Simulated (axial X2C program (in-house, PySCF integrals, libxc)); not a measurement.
# Spectroscopic constants of N₂⁺

All values were computed with an axial X2C code built on PySCF integrals. Spin-free means the one-electron spin-free X2C Hamiltonian; two-component (2c) means X2C with spin–orbit coupling and atomic mean-field two-electron Coulomb and Gaunt terms, so the difference of the two also holds small scalar two-electron terms. Basis: N dyall-av3z [7s7p3d2f] (cores contracted in-house); Gaussian nuclei, density fitting, unrestricted open shells. Masses: N 14.003 u.

State, spin-free: M_S = 1/2, Λ = 0 (beyond evenly filled blocks: σα); electrons by block: σα: 5, σβ: 4, π+α: 1, π+β: 1, π-α: 1, π-β: 1. Fragments: N+ + N.

State, 2c: Ω = 1/2 (⟨Sz⟩ = 0.50, ⟨Lz⟩ = 0.00 at PBE0); electrons by block: 1/2: 6, -1/2: 5, 3/2: 1, -3/2: 1. Fragments: N+ + N.

```tsv
Hamiltonian	level	Re (Å)	ωe (cm⁻¹)	De (eV)	k (mdyn/Å)
2c	PBE0	1.102	2366.6	8.72	23.1
2c	TPSS	1.113	2262.5	9.15	21.1
```

Spin-free values that have a 2c row agree with it to the digits that matter (0.001 Å, 0.01 eV) and are not repeated.

Occupations by symmetry block were frozen at the best pattern of an incomplete PBE0 search. Dissociation energies refer to the lowest single-determinant-based atoms at the same level and basis. Density functionals use the spin component along the axis (collinear). In 2c an atomic determinant is not the ground J level, so De misses part of the atomic spin–orbit lowering. This holds for PBE0, TPSS. The functionals have no current-density term, which raises determinants with orbital currents, atoms included.

No reliable constants came from CCSD (2c), CCSD (spin-free), CCSD(T) (2c), CCSD(T) (spin-free), HF (2c), HF (spin-free), MP2 (2c), MP2 (spin-free): no minimum in range, unconverged points, a curve that is not smooth, a change of character along it, or the two Hamiltonians disagreeing along it.

Rough cost a point (2c) on 1 thread(s) of a shared host, integrals apart: PBE0 0.3 s, TPSS 0.5 s.

The whole task took 80 s on 1 thread of Intel(R) Xeon(R) 6975P-C (Granite Rapids) (shared host).
